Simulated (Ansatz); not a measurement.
`C[BH][AlH2]` + H–F → `F[BH][AlH2]` + CH₄ at 600 K and 1 bar (ligand exchange at a B–C bond).

Gas-phase electronic energies from Ansatz, PBE0-D4/def2-TZVP geometries. CBS: MP2 limit from def2 TZ/QZ plus the TZ coupled-cluster correction, frozen cores. This one scheme is used for every species.

```
      species  CCSD(T)/CBS energy (Eh)  H − E (kJ/mol)  S (J/(mol·K))
`C[BH][AlH2]`               -308.41859           211.7          387.4
          H–F               -100.39570            42.3          194.0
`F[BH][AlH2]`               -368.40257           113.7          353.8
          CH₄                -40.46206           140.4          215.7
```

H − E and S are ideal-gas, rigid-rotor, harmonic terms from PBE0-D4/def2-TZVP, for one conformer and one mirror image of each species. 1 Eh = 2625.50 kJ/mol, R = 8.31446 J/(mol·K).

By hand: ΔE, ΔH, ΔS and ΔG.

ΔE = (-368.40257) + (-40.46206) − (-308.41859) − (-100.39570) = -0.05034 Eh = -132.2 kJ/mol. Δ(H − E) = 113.7 + 140.4 − 211.7 − 42.3 = 0.1, so ΔH = -132.1 kJ/mol. ΔS = 353.8 + 215.7 − 387.4 − 194.0 = -11.9 J/(mol·K). ΔG = -132.1 − 600 × (-11.9)/1000 = -125.0 kJ/mol.

By hand: the equilibrium constant, and the temperature at which ΔG would vanish if ΔH and ΔS stayed fixed.

log₁₀ K = −ΔG/(RT ln 10) = 10.9. ΔG = 0 at ΔH/ΔS = 11101 K, far beyond where these terms or the molecules hold.

The number of gas molecules stays the same, so ΔS is small and ΔH decides. A doubt of 5 kJ/mol in ΔE shifts log₁₀ K by 0.4 here. Other conformers and mirror images would add mixing entropy, several J/(mol·K) or more a flexible species. These are equilibria of isolated gas molecules and say nothing of rates. Largest T1 diagnostic: 0.014 (customary marks: 0.02 for closed shells, 0.045 for open ones).
